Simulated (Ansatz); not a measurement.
Cohesive energy (eV/atom) of 42 elemental solids other than molecular ones, computed with PBE (Ansatz, a first-principles code, PAW) and with PBEsol (Ansatz, plane waves, PAW). The set holds measured phases with no doubt noted on the run or the magnetic state but for the caveats below. 4 more of the class have both values but aren't in it, for one of these reasons: built or high-temperature cells, doubts on the run or the magnetic state, unlike cells, values of zero, layered or molecular crystals. Solids without a value at one level (not run, failed, or a magnetic order lost), or held back for tests, aren't counted.

Every twentieth of the way through the set, in order of the shift (worked out from unrounded values):

| solid | PBE | PBEsol | shift (eV/atom) |
|---|---|---|---|
| bcc K | 0.87 | 0.93 | +0.06 |
| bcc Cs | 0.71 | 0.78 | +0.07 |
| bcc Li | 1.61 | 1.68 | +0.07 |
| fcc Sr | 1.61 | 1.81 | +0.20 |
| bcc Ba | 1.88 | 2.12 | +0.24 |
| grey tin (α-Sn) | 3.17 | 3.54 | +0.37 |
| hcp Tl | 2.01 | 2.39 | +0.38 |
| body-centred tetragonal In | 2.32 | 2.73 | +0.41 |
| diamond-structure Ge | 3.73 | 4.15 | +0.42 |
| α-phase Ga | 2.63 | 3.07 | +0.44 |
| hcp Cd | 0.75 | 1.20 | +0.45 |
| hcp Ti | 5.28 | 5.83 | +0.55 |
| fcc Ag | 2.53 | 3.09 | +0.56 |
| hcp Hf | 6.41 | 7.06 | +0.65 |
| fcc Ni | 4.76 | 5.47 | +0.72 |
| bcc Fe | 4.91 | 5.67 | +0.76 |
| bcc Mo | 6.31 | 7.12 | +0.81 |
| bcc Ta | 8.13 | 8.95 | +0.82 |
| fcc Rh | 5.73 | 6.68 | +0.95 |
| hcp Ru | 6.76 | 7.77 | +1.02 |
| hcp Os | 8.41 | 9.49 | +1.08 |

The shift from PBE to PBEsol has a median of +0.46 eV/atom, and eight in ten lie between +0.09 eV/atom and +0.95 eV/atom; PBEsol is the larger in 42 of 42.

Ansatz's runs of these crystals have no spin polarisation, but for bcc Fe, hcp Co, fcc Ni.

Density-functional runs with spin start from parallel moments for bcc Fe, parallel moments for hcp Co, parallel moments for fcc Ni.

Spin–orbit coupling is left out, also for the solids with elements from indium on (bcc Ta, body-centred tetragonal In, hcp Os, bcc Ba, white tin (β-Sn), grey tin (α-Sn), bcc W, hcp Tl, fcc Ir, hcp Re and 5 more); its size isn't shown.

Free atoms are spin-polarised, in the lowest state found; at levels without +SOC their spin–orbit coupling is left out. Each level is taken at its own relaxed cell. Caveats: the cell is over a tenth larger than the published one (another phase or state, or a fault of the published cell, is possible) (PBE: hcp Tl). Ansatz's density-functional and Hartree–Fock values are scalar-relativistic unless marked +SOC, with PAW data made under PBE.
